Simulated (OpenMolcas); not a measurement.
**O2 (oxygen) at UX3LYP/aug-cc-pVQZ (RICD fitting)**

Aim: the vertical electron affinity of O2 (oxygen) at UX3LYP/aug-cc-pVQZ (RICD fitting), from 2 runs. 

Program for the calculation: OpenMolcas 26.06.

## (1) Starting point

O2 has 2 atoms, charge 0, and is taken as a triplet. SMILES: `O=O`. The shape is that of a GFN2-xTB optimisation.

Bond lengths: O1–O2 1.210 Å.

## (2) A single-point energy at UX3LYP/aug-cc-pVQZ (RICD fitting)

Input file job.inp:

```
&GATEWAY
 BASLIB=$CurrDir
 COORD
 2
 bohr
 O      0.97685613    -0.31603780     0.50313958
 O     -0.97685613     0.31603780    -0.50313958
 BASIS=aug-cc-pVQZ
 GROUP=NoSym
 RICD

&SEWARD

&SCF
 UHF
 SPIN=3
 KSDFT=HYB_GGA_XC_X3LYP
 PRORBITALS=0
```

The basis set aug-cc-pVQZ is read from a file made from the Basis Set Exchange's data (not shown).

Launch:

```console
$ export MOLCAS_MEM=1860
$ pymolcas job.inp > job.log
```

Standard output:

```text
--- Start Module: gateway ---
[...]
--- Stop Module: gateway /rc=_RC_ALL_IS_WELL_ ---
[...]
--- Start Module: seward ---
[...]
      Basis functions          160
[...]
--- Stop Module: seward /rc=_RC_ALL_IS_WELL_ ---
[...]
--- Start Module: scf ---
[...]
       Convergence after  12 Iterations
[...]
::    Total KS-DFT energy                            -150.3467840020
[...]
      Total spin, S                                     1.0033768426
[...]
      Total electronic charge=   16.000000
      Total            charge=   -0.000000
[...]
      Dipole Moment (debye):
      Origin of the operator (angstrom)=    0.0000    0.0000    0.0000
                   X= -3.7292E-06               Y=  1.2065E-06               Z= -1.9207E-06           Total=  4.3648E-06
      Quadrupole Moment (debye*angstrom):
[...]
--- Stop Module: scf /rc=_RC_ALL_IS_WELL_ ---
[...]
```

It took 29 s on 1 thread of Intel Xeon Platinum 8488C (Sapphire Rapids), shared host; peak memory 0.2 GiB.

## (3) The doublet anion at the same level

Input file job.input:

```
>>> EXPORT MOLCAS_PRINT=2

&GATEWAY
 BASLIB=$CurrDir
 COORD
 2
 bohr
 O      0.97685613    -0.31603780     0.50313958
 O     -0.97685613     0.31603780    -0.50313958
 BASIS=aug-cc-pVQZ
 GROUP=NoSym
 RICD

&SEWARD

&SCF
 UHF
 CHARGE=-1
 SPIN=2
 KSDFT=HYB_GGA_XC_X3LYP
 PRORBITALS=0
```

The basis set aug-cc-pVQZ is read from a file made from the Basis Set Exchange's data (not shown).

Launch:

```console
$ export MOLCAS_MEM=1860
$ pymolcas job.input > job.log
```

Standard output:

```text
--- Start Module: gateway ---
[...]
--- Stop Module: gateway /rc=_RC_ALL_IS_WELL_ ---
[...]
--- Start Module: seward ---
[...]
      Basis functions          160
[...]
--- Stop Module: seward /rc=_RC_ALL_IS_WELL_ ---
[...]
--- Start Module: scf ---
[...]
       Convergence after  20 Iterations
[...]
::    Total KS-DFT energy                            -150.3480335819
[...]
      Total spin, S                                     0.5033486669
[...]
      Total electronic charge=   17.000000
      Total            charge=   -1.000000
[...]
      Dipole Moment (debye):
      Origin of the operator (angstrom)=    0.0000    0.0000    0.0000
                   X= -1.7941E-07               Y=  6.1674E-08               Z= -9.2470E-08           Total=  2.1105E-07
      Center of Charge (angstrom)
[...]
--- Stop Module: scf /rc=_RC_ALL_IS_WELL_ ---
[...]
```

Run time: 38 s. Hardware: 1 thread of Intel Xeon Platinum 8488C (Sapphire Rapids), shared host; peak memory 0.2 GiB.

## (4) Summary of results

At UX3LYP/aug-cc-pVQZ (RICD fitting):

| quantity | value |
| --- | --- |
| triplet O2: total energy | -150.34678 Eh |
| triplet O2: dipole moment | 0.00 D |
| triplet O2: HOMO energy (highest over α and β) | -8.86 eV |
| triplet O2: LUMO energy (lowest over α and β) | -3.31 eV |
| triplet O2: ⟨S²⟩ | 2.010 |
| doublet anion: total energy | -150.34803 Eh |
| doublet anion: HOMO energy (highest over α and β) | 2.89 eV |
| doublet anion: LUMO energy (lowest over α and β) | 5.16 eV |
| doublet anion: ⟨S²⟩ | 0.757 |
| vertical electron affinity (to the doublet anion) | 0.034 eV |

In words: At fixed nuclei the extra electron is bound by 0.03 eV (0.8 kcal/mol). The HOMO (doublet anion) lies at positive energy, 2.89 eV; only total energies tell whether the electron is bound.
